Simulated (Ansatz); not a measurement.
Two shapes of singlet H2ClO(-).

Shape 1:

```xyz
4

O     0.0000   -0.3431   -1.9141
H     0.0000   -0.4318   -0.9200
Cl    0.0000    0.1504    1.0690
H     0.0000    0.6200   -1.9401
```

Shape 2:

```xyz
4

O     0.0000   -0.3157   -1.7609
H     0.0000   -0.3973   -0.8464
Cl    0.0000    0.1384    0.9835
H     0.0000    0.5704   -1.7849
```

Basis set: cc-pVDZ (spherical functions). Left uncorrelated: 6 orbitals. Charge -1, multiplicity 1.

Computed with Ansatz (development build ahead of 0.2.0); each method stands on the lowest determinant of its kind that the runs found.

**Question.** Which shape is lower in energy, and by how much in each method?

**Answer.**

| method | E(2) − E(1) (eV) |
| --- | --- |
| RHF | 0.355 |
| RHF-MP2 | 0.452 |

Shape 1 is lower. Caution: no diffuse functions for an anion.
